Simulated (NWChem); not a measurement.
# Correlation energy of disulfur (S$_{2}$)

```
S
S 1 1.9039
```
Charge 0, spin multiplicity 3.

All runs are NWChem calculations. Structure: optimised with UPBE0/def2-SVP, a minimum by its harmonic frequencies.

Basis set: STO-3G. Each correlation energy counts from its own Hartree-Fock reference.

The correlated methods keep 10 core orbitals frozen. The unpaired electrons of the parent sit in orbitals of symmetry b2g and b3g (D2h labels of the run); other states weren't searched. The stability of the SCF solutions was not checked. Open-shell Hartree-Fock references start from PBE0 orbitals. No row is a measurement; the coupled-cluster row has its own basis-set and correlation limits.

| method | correlation energy (mHa) |
|---|---|
| CCSD(T) on UHF | -70.2 |
| UMP2 | -60.8 |
| SCS-UMP2 | -48.1 |
| CCSD on ROHF | ? |
| CCSD(T) on ROHF | -71.3 |
| CCSD on UHF | ? |
| CCSD[T] on ROHF | -71.4 |
| CCSDT on ROHF | -71.4 |
| CCSD[T] on UHF | -70.3 |

Q: Complete the blanks.

A: 
- CCSD on ROHF, correlation energy (mHa): -70.7
- CCSD on UHF, correlation energy (mHa): -69.7
